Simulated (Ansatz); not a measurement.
**Breaking a bond in BPH4 (SMILES BP)**

BPH4: 6 atoms, total charge 0, spin state singlet. SMILES: `BP`. The coordinates come from a GFN2-xTB relaxation.

```xyz
6

B     0.0027   -0.8680    0.1189
P     0.3787    0.9288    0.2596
H    -0.7775   -1.3512    0.8429
H     0.6592   -1.5409   -0.5759
H     0.5991    1.3191   -1.0437
H    -0.8623    1.5122    0.3982
```

The P2–H5 distance is scanned; the parts on either side stay rigid. Basis STO-3G, 6 core orbitals frozen in the correlated methods; program Ansatz 0.2.0. FCI is exact within this basis and core. Energies in eV from each method's value at 1.378 Å; methods without a U are spin-restricted. The shape above is that at 1.378 Å.

| distance (Å) | SVWN5 | BHLYP | wB97X | MP2 | CCSD(T) | FCI |
| --- | --- | --- | --- | --- | --- | --- |
| 1.378 | 0.00 | 0.00 | 0.00 | 0.00 | 0.00 | 0.00 |
| 1.723 | 0.91 | 1.13 | 1.08 | 1.10 | 0.91 | 0.91 |
| 2.067 | 2.64 | 3.14 | 3.07 | 3.02 | 2.49 | 2.48 |
| 2.757 | 5.37 | 6.39 | 6.39 | 5.61 | 4.12 | 4.13 |
| 3.446 | 6.61 | 8.00 | 8.17 | 5.76 | 4.31 | 4.39 |

Departure from the FCI curve at its largest: SVWN5 +2.21 eV at 3.45 Å; BHLYP +3.60 eV at 3.45 Å; wB97X +3.77 eV at 3.45 Å; MP2 +1.48 eV at 2.76 Å; CCSD(T) -0.08 eV at 3.45 Å. Restricted functionals keep the electrons paired too, and rise too high.
